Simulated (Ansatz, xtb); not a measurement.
# Relative energy of two isomers of C6H14

Structure I: `CCCC(C)C`, a singlet. Structure II: `CC(C)C(C)C`, a singlet. Both are isolated molecules in the gas phase, relaxed with B3LYP/def2-SVP; each stands in its lowest conformer found.

Q: Which of the two would you expect CCSD(T)/def2-SVP + ΔMP2/def2-TZVPP electronic energies to favour?

A: Too close to call at this level: CCSD(T)/def2-SVP + ΔMP2/def2-TZVPP gives E(II) − E(I) = −1.16 kJ/mol.

Level by level:

```json
{"level": "GFN2-xTB", "geometry": "GFN2-xTB", "E(II) − E(I) (kJ/mol)": "+0.76", "departure from the last row (kJ/mol)": "+1.93", "job, with rough time for the two": "optimisation, 0.4 s"}
{"level": "HF/STO-3G", "geometry": "GFN2-xTB", "E(II) − E(I) (kJ/mol)": "+7.85", "departure from the last row (kJ/mol)": "+9.02", "job, with rough time for the two": "single point, 1.1 s"}
{"level": "r2SCAN-D4/def2-SVP", "geometry": "GFN2-xTB", "E(II) − E(I) (kJ/mol)": "−0.21", "departure from the last row (kJ/mol)": "+0.95", "job, with rough time for the two": "single point, 7.2 s"}
{"level": "B3LYP/def2-SVP", "geometry": "B3LYP/def2-SVP", "E(II) − E(I) (kJ/mol)": "+6.23", "departure from the last row (kJ/mol)": "+7.39", "job, with rough time for the two": "optimisation, 96 s"}
{"level": "HF/def2-SVP", "geometry": "B3LYP/def2-SVP", "E(II) − E(I) (kJ/mol)": "+7.78", "departure from the last row (kJ/mol)": "+8.95", "job, with rough time for the two": "part of the CCSD(T) run"}
{"level": "MP2/def2-SVP", "geometry": "B3LYP/def2-SVP", "E(II) − E(I) (kJ/mol)": "−1.61", "departure from the last row (kJ/mol)": "−0.45", "job, with rough time for the two": "part of the CCSD(T) run"}
{"level": "CCSD(T)/def2-SVP", "geometry": "B3LYP/def2-SVP", "E(II) − E(I) (kJ/mol)": "−0.46", "departure from the last row (kJ/mol)": "+0.71", "job, with rough time for the two": "single point"}
{"level": "CCSD(T)/def2-SVP + ΔMP2/def2-TZVPP", "geometry": "B3LYP/def2-SVP", "E(II) − E(I) (kJ/mol)": "−1.16", "departure from the last row (kJ/mol)": "", "job, with rough time for the two": "single point, 2.7 min"}
```

As drawn, both hold the same kinds of bond in the same numbers. Structure I has 3 methyl groups, II 4.

The largest departure from CCSD(T)/def2-SVP + ΔMP2/def2-TZVPP is that of HF/STO-3G, 9.02 kJ/mol. The last row adds to CCSD(T) the change of the MP2 difference between the two basis sets, here −0.71 kJ/mol.

With thermal terms from frequencies at re-optimised GFN2-xTB minima (ideal gas, soft modes damped towards free rotors, one conformer each, 298.15 K, 1 atm): on the last row, ΔE + ΔZPE = −1.55, ΔH = −1.71, ΔG = +1.90 kJ/mol.

Tabulated enthalpies of formation at 298 K are −174.6 kJ/mol for I (CRC Handbook of Chemistry and Physics) and −178.1 kJ/mol for II (CRC Handbook of Chemistry and Physics), a difference of −3.50 kJ/mol. Calculated less tabulated ΔH, with the same thermal term: GFN2-xTB +3.72, HF/STO-3G +10.81, r2SCAN-D4/def2-SVP +2.74, B3LYP/def2-SVP +9.18, HF/def2-SVP +10.74, MP2/def2-SVP +1.34, CCSD(T)/def2-SVP +2.50, CCSD(T)/def2-SVP + ΔMP2/def2-TZVPP +1.79 kJ/mol. Handbook values carry no stated uncertainty.

The correlated steps freeze 6 core orbitals. Run with Ansatz 0.2.0, xtb 6.7.1; the last row on 2 threads of Intel(R) Xeon(R) Platinum 8259CL CPU @ 2.50GHz (Skylake/Cascade Lake) on a shared host.
